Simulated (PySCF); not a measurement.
2-methylthiazole, C4H5NS.
Bonds: C1–C2, C2–N3 (aromatic), N3–C4 (aromatic), C4–C5 (aromatic), C5–S6 (aromatic), C2–S6 (aromatic). Hydrogens: H7, H8, H9 on C1; H10 on C4; H11 on C5.

Level of theory: PBE0-D3(BJ)/def2-TZVP geometry optimisation, gas phase (PySCF).

(1) Give the optimised bond lengths and angles.

Results:

(1) 
```json
{"bond": "C1–C2", "length (Å)": "1.487"}
{"bond": "C2–N3", "length (Å)": "1.298"}
{"bond": "N3–C4", "length (Å)": "1.365"}
{"bond": "C4–C5", "length (Å)": "1.358"}
{"bond": "C5–S6", "length (Å)": "1.708"}
{"bond": "C2–S6", "length (Å)": "1.730"}
{"bond": "C1–H7, C1–H8, C1–H9", "length (Å)": "1.091"}
{"bond": "C4–H10", "length (Å)": "1.082"}
{"bond": "C5–H11", "length (Å)": "1.078"}
```

Bonds in one row agree within 0.01 Å and their mean is given. A selection of angles:
```json
{"angle": "C2–C1–H7", "degrees": "108.5"}
{"angle": "C2–C1–H8", "degrees": "111.2"}
{"angle": "H7–C1–H8", "degrees": "108.6"}
{"angle": "H8–C1–H9", "degrees": "107.8"}
{"angle": "C1–C2–N3", "degrees": "124.4"}
{"angle": "C1–C2–S6", "degrees": "122.0"}
{"angle": "N3–C2–S6", "degrees": "113.6"}
{"angle": "C2–N3–C4", "degrees": "111.4"}
{"angle": "N3–C4–C5", "degrees": "115.8"}
{"angle": "N3–C4–H10", "degrees": "119.4"}
{"angle": "C5–C4–H10", "degrees": "124.8"}
{"angle": "C4–C5–S6", "degrees": "109.3"}
{"angle": "C4–C5–H11", "degrees": "128.8"}
{"angle": "S6–C5–H11", "degrees": "121.9"}
{"angle": "C2–S6–C5", "degrees": "89.9"}
```

The 2 C–S bonds span 1.708 Å (C5–S6, aromatic) to 1.730 Å (C2–S6, aromatic), a spread of 0.022 Å. The 2 C–C bonds span 1.358 Å (C4–C5, aromatic) to 1.487 Å (C1–C2, drawn single), a spread of 0.129 Å. The 2 C–N bonds span 1.298 Å (C2–N3, aromatic) to 1.365 Å (N3–C4, aromatic), a spread of 0.067 Å. The 6 heavy atoms lie in one plane (0.004 Å rms). The 5-membered ring C2–N3–C4–C5–S6 has internal angles of 89.9° to 115.8° (sum 540°, against 540° for a flat polygon); it is planar, 0.00 Å rms from its mean plane, widest ring torsion 0°. N3 (pyridine-type nitrogen) is bent (angle 111.4°).

Point group: near Cs, missed by 0.26 Å at most; the miss may be what the optimiser left on a soft mode. No frequency check.

The run took 76 s on an Arm Neoverse V1 with one thread, shared host with 32 logical CPUs at a one-minute load of 8.3, and the process peaked at 0.90 GiB of memory. These figures are those of the optimisation.
